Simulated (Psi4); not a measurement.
**triplet BSiH5 at 5 levels**

Aim: a comparison of 5 runs (UHF/def2-TZVP, U-r2SCAN/def2-TZVP, UBLYP/def2-TZVP, UPBE/def2-TZVP, UMP2/def2-TZVP) of triplet BSiH5. 

The calculation is run with Psi4 1.11.

**1. Starting point**

The species is BSiH5 (7 atoms), meant as a triplet with charge 0. SMILES of the parent species: `B[SiH3]`. The shape is that of a PBE0-D4/def2-TZVP optimisation. That shape belongs to the parent species and isn't relaxed for this state.

Bond lengths: B1–Si2 2.010 Å, B1–H3 1.196 Å, B1–H4 1.195 Å, Si2–H5 1.492 Å, Si2–H6 1.492 Å, Si2–H7 1.487 Å. Angles: B1–Si2–H5 108.8°, B1–Si2–H6 108.8°, B1–Si2–H7 115.1°, Si2–B1–H3 118.9°, Si2–B1–H4 123.6°, H5–Si2–H6 107.3°, H5–Si2–H7 108.3°, H6–Si2–H7 108.3°, H3–B1–H4 117.5°.

**2. The energy at UHF/def2-TZVP (run 1)**

File job.dat:

```
memory 2200 mb

molecule {
  0 3
  B     -0.043200    -1.189000     0.204300
  Si     0.089100     0.785300    -0.148500
  H     -1.126000    -1.690600     0.290100
  H      0.906400    -1.902500     0.335400
  H     -0.616000     1.093400    -1.427200
  H     -0.623600     1.516700     0.939600
  H      1.474500     1.318800    -0.239500
  symmetry c1
  no_reorient
  no_com
}

set basis def2-TZVP
set reference uhf
set puream true
set e_convergence 1e-09
set d_convergence 1e-08
set scf_type pk
set maxiter 100

e = energy('hf')
print_variables()
```

Run with:

```sh
$ psi4 -i job.dat -o job.out -n 1
```

job.out:

```text
[...]
  Running in c1 symmetry.
[...]
  Nuclear repulsion =   47.564448936710974
[...]
  Multiplicity = 3
[...]
  Nalpha       = 13
  Nbeta        = 11
[...]
    Number of basis functions: 98
[...]
   @UHF iter   1:  -316.31447616845514   -6.62591e-01   2.44606e-03 DIIS/ADIIS
[...]
   @UHF iter  15:  -316.38112966006912   -1.32445e-11   8.11346e-09 DIIS
[...]
   @S^2 Observed:                2.012566004E+00
[...]
    Orbital Energies [Eh]
    ---------------------
    Alpha Occupied:
       1A    -68.835395     2A     -7.597585     3A     -6.182825
       4A     -4.295585     5A     -4.286831     6A     -4.286411
       7A     -0.826504     8A     -0.683466     9A     -0.533368
      10A     -0.526424    11A     -0.495595    12A     -0.481031
      13A     -0.291236
    Alpha Virtual:
      14A      0.121536    15A      0.123601    16A      0.139283
      17A      0.147612    18A      0.171264    19A      0.190261
      20A      0.220418    21A      0.233618    22A      0.250343
      23A      0.272587    24A      0.283724    25A      0.295341
[...]
  @UHF Final Energy:  -316.38112966006912
   => Energetics <=
    Nuclear Repulsion Energy =             47.5644489367109742
    One-Electron Energy =                -530.3268036216841210
    Two-Electron Energy =                 166.3812250249040119
    Total Energy =                       -316.3811296600691776
  UHF NO Occupations:
  HONO-2 :   11  A 1.9966002
  HONO-1 :   12  A 1.0000000
[...]
 Multipole Moments:
 ------------------------------------------------------------------------------------
     Multipole            Electronic (a.u.)      Nuclear  (a.u.)        Total (a.u.)
 ------------------------------------------------------------------------------------
 L = 1.  Multiply by 2.5417464519 to convert [e a0] to [Debye]
 Dipole X            :         -1.8903265            1.9779763            0.0876498
 Dipole Y            :         -9.4123819           10.1761752            0.7637933
 Dipole Z            :          2.0540766           -2.1903816           -0.1363049
 Magnitude           :                                                    0.7807956
[...]
```

Wall time 2.5 s (1 thread of AMD EPYC 9B45 (Zen 5), shared host); peak memory 0.38 GiB.

**3. Energy and forces at U-r2SCAN/def2-TZVP (run 2)**

File bh5si.in:

```
memory 2.2 GB

molecule molecule1 {
  0 3
  B
  Si 1 R2
  H 1 R3 2 A3
  H 1 R4 3 A4 2 D4
  H 2 R5 1 A5 4 D5
  H 2 R6 5 A6 1 D6
  H 2 R7 6 A7 5 D7

  R2 = 2.009933
  R3 = 1.19642
  A3 = 118.94554
  R4 = 1.194994
  A4 = 117.45115
  D4 = -179.99763
  R5 = 1.492369
  A5 = 108.78924
  D5 = 121.71038
  R6 = 1.492263
  A6 = 107.3331
  D6 = -117.54871
  R7 = 1.487359
  A7 = 108.28026
  D7 = 116.68502
  symmetry c1
  no_reorient
  no_com
}

set basis def2-TZVP
set reference uks
set puream true
set e_convergence 1e-09
set d_convergence 1e-08
set scf_type pk
set dft_radial_points 99
set dft_spherical_points 590
set maxiter 100

result, w = gradient('r2scan', return_wfn=True)
print_variables()
```

Run with:

```sh
$ psi4 -i bh5si.in -o bh5si.out -n 1
```

bh5si.out:

```text
[...]
  Running in c1 symmetry.
[...]
  Nuclear repulsion =   47.564449245815545
[...]
  Multiplicity = 3
[...]
  Nalpha       = 13
  Nbeta        = 11
[...]
    Number of basis functions: 98
[...]
   @UKS iter   1:  -316.83942026389707   -1.74531e-01   6.06373e-03 DIIS/ADIIS
[...]
   @UKS iter  15:  -317.14052698954896   -5.17275e-12   6.29974e-09 DIIS
[...]
   @S^2 Observed:                2.009893450E+00
[...]
  @UKS Final Energy:  -317.14052698954896
   => Energetics <=
    Nuclear Repulsion Energy =             47.5644492458155455
    One-Electron Energy =                -530.7375084902041635
    Two-Electron Energy =                 192.7553026550669983
    DFT Exchange-Correlation Energy =     -26.7227704002273221
    Empirical Dispersion Energy =           0.0000000000000000
    VV10 Nonlocal Energy =                  0.0000000000000000
    Total Energy =                       -317.1405269895489596
[...]
 Multipole Moments:
 ------------------------------------------------------------------------------------
     Multipole            Electronic (a.u.)      Nuclear  (a.u.)        Total (a.u.)
 ------------------------------------------------------------------------------------
 L = 1.  Multiply by 2.5417464519 to convert [e a0] to [Debye]
 Dipole X            :         -0.0000974            0.0000434           -0.0000540
 Dipole Y            :         -0.1705293            0.1610882           -0.0094410
 Dipole Z            :         -0.0057749            0.6811895            0.6754147
 Magnitude           :                                                    0.6754807
[...]
  -Total Gradient:
     Atom            X                  Y                   Z
    ------   -----------------  -----------------  -----------------
       1       -0.000002815892     0.002833812311     0.047986952391
       2       -0.000028006727    -0.004775452549    -0.023979549263
       3        0.000000511939    -0.013486150474    -0.020261922434
       4       -0.000000725023     0.014444058908    -0.018835080209
       5       -0.001003129747    -0.000481039759     0.003409517850
       6        0.001032745624    -0.000496167615     0.003393588934
       7        0.000001395021     0.001972405295     0.008292948509
[...]
```

It took 61 s on 1 thread of AMD EPYC 9B45 (Zen 5), shared host; peak memory 1.2 GiB.

**4. Energy and forces at UBLYP/def2-TZVP (run 3)**

File calc.py:

```python
import psi4

psi4.set_memory(2200000000)
psi4.set_num_threads(1)
psi4.core.set_output_file('psi4.out', False)

m = psi4.geometry("""
0 3
B     -0.08163617    -2.24688436     0.38607105
Si     0.16837460     1.48400193    -0.28062433
H     -2.12783162    -3.19477099     0.54820955
H      1.71284776    -3.59520395     0.63381414
H     -1.16407129     2.06622654    -2.69701713
H     -1.17843321     2.86614761     1.77558667
H      2.78640117     2.49217081    -0.45258941
units bohr
symmetry c1
no_reorient
no_com
""")

options = {'basis': 'def2-TZVP', 'reference': 'uks', 'puream': True, 'e_convergence': 1e-09, 'd_convergence': 1e-08, 'scf_type': 'pk', 'dft_radial_points': 99, 'dft_spherical_points': 590, 'maxiter': 100}
psi4.set_options(options)

result = psi4.gradient('blyp', molecule=m)
print('gradient / Eh bohr^-1')
print(result.np.round(6))
for k, v in sorted(psi4.core.scalar_variables().items()):
    print(f'{k:45s} {v:18.10f}')
```

Run with:

```sh
$ python calc.py
```

psi4.out:

```text
[...]
  Running in c1 symmetry.
[...]
  Nuclear repulsion =   47.564448940982651
[...]
  Multiplicity = 3
[...]
  Nalpha       = 13
  Nbeta        = 11
[...]
    Number of basis functions: 98
[...]
   @UKS iter   1:  -316.74789536149319   -4.88951e-02   7.20289e-03 DIIS/ADIIS
[...]
   @UKS iter  15:  -317.15750342303113   -3.97904e-12   3.67680e-09 DIIS
[...]
   @S^2 Observed:                2.003797191E+00
[...]
  @UKS Final Energy:  -317.15750342303113
   => Energetics <=
    Nuclear Repulsion Energy =             47.5644489409826505
    One-Electron Energy =                -530.7409671128609716
    Two-Electron Energy =                 192.7461005024458132
    DFT Exchange-Correlation Energy =     -26.7270857535986046
    Empirical Dispersion Energy =           0.0000000000000000
    VV10 Nonlocal Energy =                  0.0000000000000000
    Total Energy =                       -317.1575034230311303
[...]
 Multipole Moments:
 ------------------------------------------------------------------------------------
     Multipole            Electronic (a.u.)      Nuclear  (a.u.)        Total (a.u.)
 ------------------------------------------------------------------------------------
 L = 1.  Multiply by 2.5417464519 to convert [e a0] to [Debye]
 Dipole X            :         -1.9290366            1.9779764            0.0489397
 Dipole Y            :         -9.5368306           10.1761752            0.6393446
 Dipole Z            :          2.0762161           -2.1903815           -0.1141655
 Magnitude           :                                                    0.6512990
[...]
  -Total Gradient:
     Atom            X                  Y                   Z
    ------   -----------------  -----------------  -----------------
       1        0.001584278260     0.045898903764    -0.008204699565
       2        0.001623810451    -0.021524666616     0.003886105800
       3        0.013389535760    -0.019027674501     0.003453207262
       4       -0.017368254505    -0.015976054230     0.002796130595
       5        0.001957800519     0.002408412501     0.002451941276
       6        0.001990255619     0.001389708398    -0.003147790210
       7       -0.003177433713     0.006831610317    -0.001234938866
[...]
```

The script printed:

```text
gradient / Eh bohr^-1
[[ 0.001584  0.045899 -0.008205]
 [ 0.001624 -0.021525  0.003886]
 [ 0.01339  -0.019028  0.003453]
 [-0.017368 -0.015976  0.002796]
 [ 0.001958  0.002408  0.002452]
 [ 0.00199   0.00139  -0.003148]
 [-0.003177  0.006832 -0.001235]]
CURRENT ENERGY                                   -317.1575034230
CURRENT REFERENCE ENERGY                         -317.1575034230
DD SOLVATION ENERGY                                 0.0000000000
DFT FUNCTIONAL TOTAL ENERGY                      -317.1575034230
DFT TOTAL ENERGY                                 -317.1575034230
DFT VV10 ENERGY                                     0.0000000000
DFT XC ENERGY                                     -26.7270857536
GRID ELECTRONS ALPHA                               12.9999998460
GRID ELECTRONS BETA                                10.9999999812
GRID ELECTRONS TOTAL                               23.9999998271
NUCLEAR REPULSION ENERGY                           47.5644489410
ONE-ELECTRON ENERGY                              -530.7409671129
PCM POLARIZATION ENERGY                             0.0000000000
PE ENERGY                                           0.0000000000
SCF ITERATION ENERGY                             -317.1575034230
SCF ITERATIONS                                     15.0000000000
SCF TOTAL ENERGY                                 -317.1575034230
TWO-ELECTRON ENERGY                               192.7461005024
XC GRID RADIAL POINTS                              99.0000000000
XC GRID SPHERICAL POINTS                          590.0000000000
XC GRID TOTAL POINTS                           391229.0000000000
```

Run time: 26 s. Hardware: 1 thread of AMD EPYC 9B45 (Zen 5), shared host; peak memory 0.9 GiB.

Run 4 isn't shown in full; the table further down has it.

**5. A single-point energy at UMP2/def2-TZVP (run 5)**

File job.dat:

```
memory 2.2 GB

molecule molecule1 {
  0 3
  B     -0.08163617    -2.24688436     0.38607105
  Si     0.16837460     1.48400193    -0.28062433
  H     -2.12783162    -3.19477099     0.54820955
  H      1.71284776    -3.59520395     0.63381414
  H     -1.16407129     2.06622654    -2.69701713
  H     -1.17843321     2.86614761     1.77558667
  H      2.78640117     2.49217081    -0.45258941
  units au
  symmetry c1
  no_reorient
  no_com
}

set {
  reference uhf
  puream true
  e_convergence 1e-09
  d_convergence 1e-08
  scf_type pk
  num_frozen_docc 6
  mp2_type conv
  maxiter 100
}

e, wfn = energy('mp2/def2-TZVP', return_wfn=True)
```

Run with:

```sh
$ psi4 job.dat job.out -n 1
```

job.out:

```text
[...]
  Running in c1 symmetry.
[...]
  Nuclear repulsion =   47.564448940982651
[...]
  Multiplicity = 3
[...]
  Nalpha       = 13
  Nbeta        = 11
[...]
    Number of basis functions: 98
[...]
   @UHF iter   1:  -316.31447616825250   -6.62591e-01   2.44606e-03 DIIS/ADIIS
[...]
   @UHF iter  15:  -316.38112966020378   -1.34719e-11   8.11346e-09 DIIS
[...]
   @S^2 Observed:                2.012566004E+00
[...]
    Orbital Energies [Eh]
    ---------------------
    Alpha Occupied:
       1A    -68.835395     2A     -7.597585     3A     -6.182825
       4A     -4.295585     5A     -4.286831     6A     -4.286411
       7A     -0.826504     8A     -0.683466     9A     -0.533368
      10A     -0.526424    11A     -0.495595    12A     -0.481031
      13A     -0.291236
    Alpha Virtual:
      14A      0.121536    15A      0.123601    16A      0.139283
      17A      0.147612    18A      0.171264    19A      0.190261
      20A      0.220418    21A      0.233618    22A      0.250343
      23A      0.272587    24A      0.283724    25A      0.295341
[...]
  @UHF Final Energy:  -316.38112966020378
   => Energetics <=
    Nuclear Repulsion Energy =             47.5644489409826505
    One-Electron Energy =                -530.3268036322413082
    Two-Electron Energy =                 166.3812250310548961
    Total Energy =                       -316.3811296602037828
  UHF NO Occupations:
  HONO-2 :   11  A 1.9966002
  HONO-1 :   12  A 1.0000000
[...]
 Multipole Moments:
 ------------------------------------------------------------------------------------
     Multipole            Electronic (a.u.)      Nuclear  (a.u.)        Total (a.u.)
 ------------------------------------------------------------------------------------
 L = 1.  Multiply by 2.5417464519 to convert [e a0] to [Debye]
 Dipole X            :         -1.8903266            1.9779764            0.0876498
 Dipole Y            :         -9.4123819           10.1761752            0.7637933
 Dipole Z            :          2.0540766           -2.1903815           -0.1363049
 Magnitude           :                                                    0.7807956
[...]
	SCS-MP2 Total Energy (a.u.)        :  -316.60081164798771
	SOS-MP2 Total Energy (a.u.)        :  -316.58967343103717
	SCSN-MP2 Total Energy (a.u.)       :  -316.43993944570241
[...]
	SOS-PI-MP2 Total Energy (a.u.)     :  -316.62443072617606
[...]
	MP2 Total Energy (a.u.)            :  -316.58833078674979
[...]
```

Wall time 4.8 s (1 thread of AMD EPYC 9B45 (Zen 5), shared host); peak memory 0.56 GiB.

**6. The series**

```
run               level      task         integration grid  energy (Eh)  dipole moment (D)  HOMO energy (eV)   ⟨S²⟩  wall time
  1       UHF/def2-TZVP    energy                        –  -316.381130               1.98             -7.92  2.013      2.5 s
  2  U-r2SCAN/def2-TZVP  gradient  99 radial × 590 angular  -317.140527               1.72             -4.52  2.010       61 s
  3     UBLYP/def2-TZVP  gradient  99 radial × 590 angular  -317.157503               1.66             -3.89  2.004       26 s
  4      UPBE/def2-TZVP    energy  99 radial × 590 angular  -316.980219               1.64             -4.16  2.005       23 s
  5      UMP2/def2-TZVP    energy                        –  -316.588331                  –             -7.92  2.013      4.8 s
```

**7. Outcome**

| quantity | value |
| --- | --- |
| run 5: total energy | -316.58833 Eh |
| run 5: HOMO energy (Hartree–Fock orbitals) (highest over α and β) | -7.92 eV |
| run 5: LUMO energy (Hartree–Fock orbitals) (lowest over α and β) | -1.53 eV |
| run 5: correlation energy (6 core orbitals frozen) | -207.2 mEh |
| run 5: ⟨S²⟩ of the reference determinant | 2.013 |

In words: Over runs 1, 2, 3, 4 the dipole moment (its size) runs from 1.64 D (UPBE/def2-TZVP) to 1.98 D (UHF/def2-TZVP). Totals of different functionals can't be ranked against each other. All runs together took 1.9 min, the longest 61 s.
